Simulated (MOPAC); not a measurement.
MOPAC input (AM1):

```
AM1 FORCE THERMO(298,298) PRECISE LET UHF MS=0.5 GEO-OK AUX(PRECISION=9) THREADS=1
C3H8N

N     0.00049294 1    0.05042741 1    0.21582215 1
C     0.00193690 1    1.41576329 1    0.16717982 1
C     1.21450551 1   -0.64707866 1   -0.12613293 1
C    -1.21646542 1   -0.64434731 1   -0.12117753 1
H     0.95222816 1    1.95395871 1    0.18129333 1
H    -0.94705977 1    1.95612040 1    0.18510020 1
H     1.33069752 1   -0.77443345 1   -1.23709189 1
H     1.19535832 1   -1.66402480 1    0.34815301 1
H     2.09937551 1   -0.08097374 1    0.26537323 1
H    -1.33748587 1   -0.77142127 1   -1.23165200 1
H    -2.09846002 1   -0.07627454 1    0.27394847 1
H    -1.19765825 1   -1.66134103 1    0.35301156 1
```

Question: Which zero-point energy does it print?

Answer: 66.78 kcal/mol, from the harmonic wavenumbers of AM1.
